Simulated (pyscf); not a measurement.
PySCF, gas phase, ωB97X-D3(BJ)/def2-SVP geometries.

Estimate by transition-state theory the rate constant of Cl–BH–Cl + H₂C=CH₂ → H₂C=CH–B(Cl)–Cl + H₂ (singlet surface; B–H, C–H broken, B–C, H–H formed) at 900 K, with ωB97M-D3(BJ)/def2-TZVP energies (ideal gas, 1 atm, RRHO with modes under 100 cm⁻¹ raised to 100, one conformer, R ln 2 for chiral ones without a mode under 150 cm⁻¹; no tunnelling).

The electronic barrier is 34.6 kcal/mol and the thermal terms add +32.2, so ΔG‡ = 66.8 kcal/mol. With k_BT/h = 1.88e+13 s⁻¹ and RT = 1.788 kcal/mol, and a volume of 1.23e-19 cm³ per molecule at 1 atm, k = 1.4e-22 cm³ molecule⁻¹ s⁻¹. Wigner's tunnelling factor for 1240i cm⁻¹ would be 1.16. A shift of 1 kcal/mol in the barrier changes k by a factor 1.7. At the saddle there is also a short B–H contact that neither side keeps. The same reactants have a lower exit, to Cl–BH–CH₂–CH₂–Cl (barrier +21.0 kcal/mol at ωB97M-D3(BJ)/def2-TZVP, against +34.6 kcal/mol here). One saddle was located; it need not be the lowest between these sides.
